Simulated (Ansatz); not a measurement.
# AlBN+ (quintet): from Hartree-Fock to the top rungs, cc-pVTZ

One table from this session's results is given with a row withheld; the runs are named, their logs left out.

Computed with Ansatz 0.2.0, Gaussian basis. Level: cc-pVTZ, core rule «outside noble gas», up to 7 orbitals frozen.

The runs, in order: UHF; CCSD(T) on ROHF; CCSD(T) on UHF; BCCD(T) on ROHF; CCSDT(Q) on ROHF; CCSDT(Q) on UHF.

8 further runs of the same task are left out: 5 for a known fault of the program, 3 set aside as unsound or not needed.

## What is computed

The geometry is a PBE0/def2-TZVP stationary point (not a proven minimum) of the parent state, kept for this charge and spin.

3 atoms, charge 1, spin multiplicity 5.

Atoms are counted from 1 here; the program's logs count them from 0.

Bond lengths: B1–Al2 2.076 Å, Al2–N3 1.758 Å. Angles: B1–Al2–N3 180.0°.

The first run:

Contents of in.yaml:

```yaml
crystal:
  periodic: [false, false, false]
  atoms:
    - {symbol: B, position_ang: [0.000000, 0.000000, 1.969867]}
    - {symbol: Al, position_ang: [0.000000, 0.000000, -0.105833]}
    - {symbol: N, position_ang: [0.000000, 0.000000, -1.864033]}
basis:
  gaussian: {orbitals: cc-pVTZ}
total_charge: 1
magnetization: {spin_polarized: true, initial_magnetization: 4}
hamiltonian: {xc: hf}
output: {orbitals: {seedname: orbitals}}
```

Started as:

```sh
$ ansatz run in.yaml --threads 1 --pin off --events-out ev --progress --plain --max-ram 4096MiB --backend cpu
```

Among the steps run: UHF; CCSD(T) on ROHF; CCSD(T) on UHF; BCCD(T) on ROHF; CCSDT(Q) on ROHF; CCSDT(Q) on UHF.

One of the session's tables, all rows but one given; the rest of the session is left out.

It belongs to the step «Misses and costs». 

```
   method  from UCCSDT(Q) (kJ/mol)
     ROHF                   +674.3
      UHF                   +652.4
     RMP2                   +124.3
     UMP2                   +124.3
    RCCSD                    +31.8
    UCCSD                    +30.8
 RCCSD(T)                     +6.9
 UCCSD(T)                     +6.6
  BCCD(T)                     +6.6
   RCCSDT                     +1.7
   UCCSDT                     +1.4
RCCSDT(Q)                        ?
UCCSDT(Q)                        0
```

Q: Estimate the row for RCCSDT(Q) from the others.

As computed: from UCCSDT(Q) (kJ/mol): +0.4. In the column «from UCCSDT(Q) (kJ/mol)» it lies between UCCSDT(Q) (0) and UCCSDT (+1.4).

To keep in mind: Restricted and unrestricted rows rest on different reference determinants; where their highest levels disagree by more than a few hundredths of an eV, they describe different states and don't form one ladder.
